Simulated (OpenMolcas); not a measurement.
**A ladder of methods for SiNH3 (SMILES N[SiH])**

SiNH3 has 5 atoms, charge 0, and is taken as a singlet. SMILES: `N[SiH]`. Geometry: relaxed at GFN2-xTB. This is one conformer, not always the lowest.

Quantity: the vertical energy of the triplet above the singlet, in eV. The values are calculated.

| level | kind | program | value (eV) |
| --- | --- | --- | --- |
| HF/STO-3G | Hartree–Fock | OpenMolcas | 2.46 |
| SVWN5/STO-3G | LDA | OpenMolcas | 3.36 |
| r2SCAN/STO-3G | meta-GGA | OpenMolcas | 3.11 |
| B3LYP/STO-3G | global hybrid | OpenMolcas | 3.30 |
| M06-2X/STO-3G | hybrid meta-GGA | OpenMolcas | ? |
| PBE0/STO-3G | global hybrid | OpenMolcas | ? |
| CASPT2(2,2)/STO-3G | multireference | OpenMolcas | 3.06 |
| CCSD(T)/STO-3G, open shells restricted | coupled cluster or CI | OpenMolcas | 3.10 |
| FCI/STO-3G, open shells restricted | exact in the basis | OpenMolcas | 3.10 |

Task: Estimate the missing values from the other rows.

Result: As computed at these levels: M06-2X/STO-3G: 3.13 eV; PBE0/STO-3G: 3.12 eV. The values span 2.46 to 3.36 eV. All rows use very small basis sets, so even the best lies far from the true value.
